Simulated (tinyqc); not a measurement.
Worked calculation: CCD on RHF in the sto-6g basis, for H2F+, spin multiplicity 1. One step of it, computed by the program tinyqc.

Problem. CCD: starting amplitudes. t_ij^ab = <ij||ab> / (e_i + e_j - e_a - e_b), whose energy is MP2.

orbital energies (hartree): MO1 -26.983010, MO2 -2.120464, MO3 -1.268072, MO4 -1.114534, MO5 -1.077965, MO6 0.027658, MO7 0.213423

Two-electron integrals over orbitals (pq|rs), unique and non-zero (hartree):
```
p,q,r,s,(pq|rs)
1,1,1,1,5.380308
2,1,1,1,-0.512503
2,1,2,1,0.079323
2,2,1,1,1.218313
2,2,2,1,-0.019903
2,2,2,2,0.865805
3,1,3,1,0.017783
3,2,3,1,0.025974
3,2,3,2,0.162933
3,3,1,1,1.002444
3,3,2,1,-0.007527
3,3,2,2,0.771639
3,3,3,3,0.757018
4,1,1,1,0.143452
4,1,2,1,-0.018621
4,1,2,2,0.016014
4,1,3,3,0.004913
4,1,4,1,0.030842
4,2,1,1,-0.088660
4,2,2,1,0.009251
4,2,2,2,0.015125
4,2,3,3,-0.003711
4,2,4,1,0.030177
4,2,4,2,0.158914
4,3,3,1,-0.004149
4,3,3,2,0.003373
4,3,4,3,0.047571
4,4,1,1,1.189625
4,4,2,1,-0.014975
4,4,2,2,0.826317
4,4,3,3,0.732349
4,4,4,1,-0.012425
4,4,4,2,-0.092418
4,4,4,4,0.929908
5,1,5,1,0.030415
5,2,5,1,0.038814
5,2,5,2,0.180420
5,3,5,3,0.039188
5,4,5,1,-0.010159
5,4,5,2,-0.035850
5,4,5,4,0.057072
5,5,1,1,1.265970
5,5,2,1,-0.013344
5,5,2,2,0.881493
5,5,3,3,0.758363
5,5,4,1,0.003560
5,5,4,2,-0.046220
5,5,4,4,0.851865
5,5,5,5,0.998085
6,1,1,1,-0.253871
6,1,2,1,0.041485
6,1,2,2,-0.005248
6,1,3,3,-0.002546
6,1,4,1,0.002301
6,1,4,2,0.018816
6,1,4,4,-0.014356
6,1,5,5,-0.006072
6,1,6,1,0.027198
6,2,1,1,0.327862
6,2,2,1,-0.009314
6,2,2,2,0.156181
6,2,3,3,0.097408
6,2,4,1,0.017648
6,2,4,2,0.035803
6,2,4,4,0.118699
6,2,5,5,0.162891
6,2,6,1,0.002186
6,2,6,2,0.083313
6,3,3,1,0.004443
6,3,3,2,-0.028066
6,3,4,3,-0.015478
6,3,6,3,0.066616
6,4,1,1,0.226968
6,4,2,1,-0.001766
6,4,2,2,0.120036
6,4,3,3,0.071802
6,4,4,1,0.007296
6,4,4,2,0.000593
6,4,4,4,0.129208
6,4,5,5,0.122158
6,4,6,1,0.002316
6,4,6,2,0.059890
6,4,6,4,0.058799
6,5,5,1,0.015546
6,5,5,2,0.057831
6,5,5,4,0.003745
6,5,6,5,0.029054
6,6,1,1,0.726785
6,6,2,1,-0.006285
6,6,2,2,0.593047
6,6,3,3,0.571840
6,6,4,1,0.017574
6,6,4,2,0.069927
6,6,4,4,0.547187
6,6,5,5,0.563927
6,6,6,1,0.004036
6,6,6,2,0.058754
6,6,6,4,0.029273
6,6,6,6,0.555047
7,1,3,1,0.018457
7,1,3,2,0.025535
7,1,4,3,-0.004456
7,1,6,3,0.004344
7,1,7,1,0.019184
7,2,3,1,0.017198
7,2,3,2,0.058989
7,2,4,3,-0.025080
7,2,6,3,0.029763
7,2,7,1,0.017093
7,2,7,2,0.054568
7,3,1,1,0.424657
7,3,2,1,-0.008564
7,3,2,2,0.195624
7,3,3,3,0.159810
7,3,4,1,-0.001554
7,3,4,2,-0.058100
7,3,4,4,0.205031
7,3,5,5,0.223218
7,3,6,1,-0.005772
7,3,6,2,0.077162
7,3,6,4,0.070758
7,3,6,6,0.022264
7,3,7,3,0.156794
7,4,3,1,-0.008293
7,4,3,2,-0.058720
7,4,4,3,0.013855
7,4,6,3,0.036632
7,4,7,1,-0.008470
7,4,7,2,-0.012140
7,4,7,4,0.047469
7,5,5,3,0.025393
7,5,7,5,0.020134
7,6,3,1,0.011242
7,6,3,2,0.102781
7,6,4,3,0.039263
7,6,6,3,-0.080258
7,6,7,1,0.011192
7,6,7,2,-0.007756
7,6,7,4,-0.056640
7,6,7,6,0.158157
7,7,1,1,0.832623
7,7,2,1,-0.008086
7,7,2,2,0.633893
7,7,3,3,0.636372
7,7,4,1,0.003261
7,7,4,2,0.007487
7,7,4,4,0.612639
7,7,5,5,0.620042
7,7,6,1,-0.003333
7,7,6,2,0.053164
7,7,6,4,0.028525
7,7,6,6,0.551360
7,7,7,3,0.075101
7,7,7,7,0.596549
```

Give: Starting amplitudes; correlation energy.

Solution.

Starting amplitudes (spin orbitals 1a, 1b, ...; amplitudes related by a flip of all spins are not repeated; the 24 largest):
```
from,to,t
3a 3b,7a 7b,-0.0529
3a 4b,6b 7a,0.0270
4a 4b,6a 6b,-0.0257
3a 3b,6a 6b,-0.0257
2a 3b,6a 7b,-0.0213
2a 2b,6a 6b,-0.0194
2a 4b,6a 6b,-0.0182
4a 4b,7a 7b,-0.0179
3a 4b,6a 7b,-0.0140
5a 5b,6a 6b,-0.0131
2a 3a,6a 7a,-0.0131
3a 4a,6a 7a,0.0130
2a 2b,7a 7b,-0.0117
2a 3b,6b 7a,0.0082
5a 5b,7a 7b,-0.0078
2a 4b,7a 7b,0.0033
1a 2b,7a 7b,-0.0006
1a 1b,6a 6b,-0.0005
1a 3a,6a 7a,3.55e-04
1a 1b,7a 7b,-3.53e-04
1a 4b,7a 7b,2.97e-04
1a 3b,6a 7b,2.03e-04
1a 3b,6b 7a,1.52e-04
1a 4b,6a 6b,-8.23e-05
```

correlation energy = -0.028215 hartree
